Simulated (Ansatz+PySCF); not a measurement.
Values are calculated unless marked as measured or tabulated.
Input for PySCF 2.14.0:

```python
from pyscf import gto, scf

mol = gto.M(atom="""
N 0.000000 0.000000 -0.196270
H 0.000000 0.000000 1.373900
Li 30.000000 0.000000 -0.878810
H 30.000000 0.000000 2.636440
""", basis='6-31g', charge=0, spin=2)
mf = scf.ROHF(mol)
mf.init_guess = 'minao'
mf.kernel()
while True:  # follow internal instabilities
    mo, _, stable, _ = mf.stability(return_status=True)
    if stable: break
    mf.kernel(mf.make_rdm1(mo, mf.mo_occ))
print(mf.converged, mf.e_tot, mf.spin_square()[0])
```

The script is written out from the run's settings.

Output:

```yaml
Converged: yes
Total_energy: -62.67782 hartree
Spin_squared_of_the_determinant: 2.000
```

This is not the lowest solution: another run reaches a determinant 1.58 eV lower. Caution: an unrestricted determinant lies well below.
